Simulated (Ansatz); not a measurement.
Compare A (`C#CNCN`) with its isomer B (`CN1C=NC1`).

Computed with Ansatz on PBE0-D4/def2-TZVP structures; ΔE is electronic, products minus reactants. CCSD(T)/CBS is the MP2 limit (def2-TZVPP, def2-QZVPP) plus CCSD(T) − MP2 in def2-TZVPP, frozen cores. DFT in def2-TZVPP. B3LYP here is the variant with VWN-RPA as its local correlation; programs differ in this. One conformer a species, not always the lowest.

(1) Which isomer does CCSD(T)/CBS put lower? Give the gap. (Best estimate.)

(2) Give E(B) − E(A) in kcal/mol with ωB97M-V, r2SCAN-D4, PBE0-D4, B3LYP, PBE-D4, CCSD(T)/def2-TZVPP, MP2/def2-TZVPP. (An estimate is asked.)

Largest T1 diagnostic: 0.013.

## Answers

(1) Computed: B, by 8.6 kcal/mol.

(2) Computed: ωB97M-V -9.4, r2SCAN-D4 -10.9, PBE0-D4 -12.3, B3LYP -6.8, PBE-D4 -12.6, CCSD(T)/def2-TZVPP -10.0, MP2/def2-TZVPP -9.0. None reverses the order clearly.

In def2-TZVPP, CCSD(T) changes the Hartree–Fock value by −5.1 kcal/mol (the triples alone add −1.1 kcal/mol) and MP2 by −4.1 kcal/mol.
